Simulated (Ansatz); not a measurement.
# SiPO (quartet): the correlation ladder, def2-TZVPP

One table from this session's results is given with a row withheld; the runs are named, their logs left out.

Program: Ansatz 0.2.0, Gaussian basis. Level of theory: def2-TZVPP, core rule «outside noble gas», up to 11 orbitals frozen. These are calculated values, not measurements.

Plan: UHF; ROHF; CCSD(T) on UHF.

## The system

The geometry is a PBE0/def2-TZVP stationary point (not a proven minimum).

3 atoms, charge 0, spin multiplicity 4.

Atoms are counted from 1 here; the program's logs count them from 0.

Bond lengths: O1–P2 1.484 Å, P2–Si3 2.271 Å. Angles: O1–P2–Si3 116.0°.

As a file:

```
atom   x (Å)    y (Å)    z (Å)
  O1  0.0000  -0.6220   1.6032
  P2  0.0000   0.4735   0.6015
 Si3  0.0000  -0.1679  -1.5766
```

Set-up of the first run:

File in.yaml:

```yaml
crystal:
  periodic: [false, false, false]
  atoms:
    - {symbol: O, position_ang: [0.000000, -0.621986, 1.603231]}
    - {symbol: P, position_ang: [0.000000, 0.473546, 0.601473]}
    - {symbol: Si, position_ang: [0.000000, -0.167920, -1.576637]}
basis:
  gaussian: {orbitals: def2-TZVPP}
magnetization: {spin_polarized: true, initial_magnetization: 3}
hamiltonian: {xc: hf}
output: {orbitals: {seedname: orbitals}}
```

Started as:

```bash
$ ansatz run in.yaml --threads 1 --pin off --events-out ev --progress --plain --max-ram 4096MiB --backend cpu
```

Steps of the session up to this table: UHF; ROHF; CCSD(T) on UHF.

One of the session's tables, all rows but one given; the rest of the session is left out.

| method | from UCCSD(T) (meV) |
| --- | --- |
| ROHF | +13495.1 |
| UHF | +13201.5 |
| UMP2 | ? |
| UCCSD | +728.7 |
| UCCSD(T) | 0 |

**Question.** Estimate the row for UMP2.

As computed: from UCCSD(T) (meV): +1353.8. In the column «from UCCSD(T) (meV)» it lies between UCCSD (+728.7) and UHF (+13201.5).

With the free atoms at the same levels and basis (separate runs), the atomisation energy is 7.371 eV at UCCSD(T), 3.501 eV at ROHF.
